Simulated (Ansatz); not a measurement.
Isolated molecules relaxed with PBE0-D4/def2-TZVP in Ansatz; ΔE leaves out vibrations. CCSD(T)/CBS is the MP2 limit (def2-TZVPP, def2-QZVPP) plus CCSD(T) − MP2 in def2-TZVPP, frozen cores. This one scheme is used for every species. Functionals use def2-TZVPP. Each species was taken in one conformer, which may not be the lowest.

Reaction (formal hydrolysis of a C–S bond): `CC(O)(S)S` + H₂O → `CC(O)(O)S` + H₂S

CCSD(T)/CBS gives +1.2 kJ/mol.

Q: Another level gave -12.9 kJ/mol. Which?
A. ωB97X-V/def2-TZVPP
B. MP2/def2-TZVPP
C. SCS-MP2/def2-TZVPP
D. CCSD(T)/def2-TZVPP

A: A. ωB97X-V -12.9, CCSD(T)/def2-TZVPP -7.8, MP2/def2-TZVPP 3.2, SCS-MP2/def2-TZVPP -3.2 kJ/mol.

Largest T1 diagnostic among the species: 0.011.

In def2-TZVPP, CCSD(T) changes the Hartree–Fock value by +20.8 kJ/mol (the triples alone add +4.0 kJ/mol) and MP2 by +31.9 kJ/mol. The D4 term adds +8.8 kJ/mol with B3LYP and +4.6 kJ/mol with PBE0; it sums over pairs of atoms, weighted by their polarisabilities, and B3LYP, whose exchange is more repulsive, gets the larger term.

B3LYP here is the variant with VWN-RPA as its local correlation; programs differ in this.
